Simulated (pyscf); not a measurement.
## Concerted two-bond exchange: H₃C–SiH₂–Cl → H₃Si–CH₂–Cl

Gas phase, singlet surface, charge 0. Bonds broken: C1–H4, Si2–Cl3. Bonds formed: C1–Cl3, Si2–H4. PySCF, gas phase, ωB97X-D3(BJ)/def2-SVP geometries. MP2 and CC: frozen core, UHF for open shells. ΔMP2 is the change of the MP2 total energy from the triple- to the quadruple-zeta basis.

Transition state (Å):

```xyz
8

C      0.2939     0.5599     0.1576
Si    -0.8800    -0.7641     0.4380
Cl    -1.2748     0.8800     2.0807
H      0.0665    -1.1466    -0.8643
H      0.0962     1.3674    -0.5603
H      1.3118     0.5289     0.5695
H     -2.2079    -0.7468    -0.2124
H     -0.5452    -1.8928     1.3327
```

One imaginary mode, 928i cm⁻¹; descent along it reached the two sides named.

```tsv
bond	change	reactant side (Å)	saddle	product side
C1–H4	breaks	1.102	2.002	2.8
Si2–Cl3	breaks	2.074	2.357	3.0
C1–Cl3	forms	3.2	2.502	1.792
Si2–H4	forms	2.477	1.655	1.494
```

Electronic energies relative to the reactant's lowest minimum found (kJ/mol):

```
level                             barrier  reaction energy  reverse barrier
--------------------------------  -------  ---------------  ---------------
ωB97X-D3(BJ)/def2-TZVP              425.7           +180.1            245.6
PBE/def2-TZVP                       378.3           +172.2            206.2
r²SCAN/def2-TZVP                    395.4           +181.9            213.5
B3LYP-D3(BJ)/def2-TZVP              394.8           +174.9            219.9
PBE0-D3(BJ)/def2-TZVP               409.3           +177.3            232.0
M06-2X/def2-TZVP                    426.6           +179.2            247.4
ωB97M-D3(BJ)/def2-TZVP              418.0           +179.6            238.4
HF/def2-TZVP                        440.0           +182.3            257.7
MP2/def2-QZVPP                      447.0           +184.6            262.4
CCSD/def2-TZVPP                     432.4           +177.9            254.5
CCSD(T)/def2-TZVPP                  421.5           +176.3            245.2
CCSD(T)/def2-TZVPP + ΔMP2(QZVPP)    419.5           +177.6            241.9
```

With CCSD(T)/def2-TZVPP + ΔMP2(QZVPP) energies and thermal terms (ideal gas, 1 atm, RRHO with modes under 100 cm⁻¹ raised to 100, one conformer, R ln 2 for chiral ones without a mode under 150 cm⁻¹), in kJ/mol:

```json
[
 {"T (K)": "298", "ΔH‡": "401.7", "ΔG‡": "403.4", "ΔH": "+171.7", "ΔG": "+172.2"},
 {"T (K)": "600", "ΔH‡": "401.7", "ΔG‡": "405.2", "ΔH": "+171.7", "ΔG": "+172.7"},
 {"T (K)": "900", "ΔH‡": "401.5", "ΔG‡": "407.0", "ΔH": "+172.3", "ΔG": "+173.0"},
 {"T (K)": "1200", "ΔH‡": "400.8", "ΔG‡": "408.9", "ΔH": "+172.9", "ΔG": "+173.2"}
]
```

The same reactants have a lower exit, to H₃C–Si:–Cl [singlet] + H₂ (barrier +296.4 kJ/mol at ωB97M-D3(BJ), against +418.0 kJ/mol here). One saddle was located; it need not be the lowest between these sides. The CCSD(T) − MP2 part came from Ansatz, without density fitting, on the same reference.
